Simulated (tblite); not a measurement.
Species: C2H3Cl (charge +1 and doublet state).
Numbering: `[CH2:1][CH+:2][Cl:3]` (hydrogens: H4, H5 on C1; H6 on C2)

Computed with GFN2-xTB (tblite), gas phase: L-BFGS steps from a force-field or distance-geometry start until the largest atomic force falls under 0.01 eV/Å.

Step 4: E = -266.1984 eV
```
atom  x, y, z in Å  |  force x, y, z in eV/Å
C1     -0.7309   -0.1372    0.0226    0.060   0.006   0.001
C2      0.5784    0.2601   -0.0479   -0.094  -0.009   0.023
Cl3     1.8429   -0.8150    0.0856    0.020  -0.106   0.007
H4     -1.0087   -1.1764    0.1580    0.028  -0.024  -0.001
H5     -1.5497    0.5719   -0.0520    0.109   0.047  -0.012
H6      0.8711    1.2987   -0.1879   -0.124   0.085  -0.019
```

Step 5: E = -266.2000 eV
```
atom  x, y, z in Å  |  force x, y, z in eV/Å
C1     -0.7282   -0.1375    0.0226   -0.037  -0.038   0.014
C2      0.5767    0.2605   -0.0466    0.054  -0.016   0.008
Cl3     1.8403   -0.8179    0.0857    0.027  -0.074   0.007
H4     -1.0068   -1.1751    0.1576    0.011  -0.068   0.005
H5     -1.5424    0.5726   -0.0523    0.021   0.093  -0.017
H6      0.8636    1.2994   -0.1885   -0.077   0.103  -0.016
```

Step 6: E = -266.2009 eV
```
atom  x, y, z in Å  |  force x, y, z in eV/Å
C1     -0.7271   -0.1383    0.0229   -0.055  -0.043   0.017
C2      0.5765    0.2605   -0.0457    0.102  -0.014  -0.002
Cl3     1.8392   -0.8209    0.0858    0.017  -0.033   0.004
H4     -1.0055   -1.1756    0.1575   -0.001  -0.075   0.006
H5     -1.5376    0.5746   -0.0529   -0.017   0.095  -0.016
H6      0.8577    1.3016   -0.1891   -0.046   0.070  -0.008
```

**Question.** Estimate the geometry and energy of step 7. (The exact step hangs on the optimiser's Hessian estimate; all steps are aligned on step 6, rigid shifts and turns removed.)

**Answer.** E = -266.2018 eV, largest force 0.076 eV/Å
```
atom  x, y, z in Å  |  force x, y, z in eV/Å
C1     -0.7264   -0.1396    0.0234   -0.036  -0.022   0.013
C2      0.5776    0.2603   -0.0448    0.075  -0.011  -0.010
Cl3     1.8385   -0.8247    0.0860    0.006   0.016  -0.001
H4     -1.0042   -1.1776    0.1575   -0.010  -0.048   0.004
H5     -1.5328    0.5786   -0.0538   -0.024   0.059  -0.011
H6      0.8505    1.3050   -0.1899   -0.012   0.006   0.004
```

The energy changes by -0.0008 eV. The first-order estimate −F·Δx gives -0.0013 eV and the mean of the old and new forces, exact on a quadratic surface, -0.0008 eV. The step makes an angle of 55° with the force vector and moves no atom by more than 0.008 Å.

What follows is the cost of the whole relaxation. The run took under 0.1 s of wall time on one thread, Arm Neoverse V2 (aarch64) (shared host).
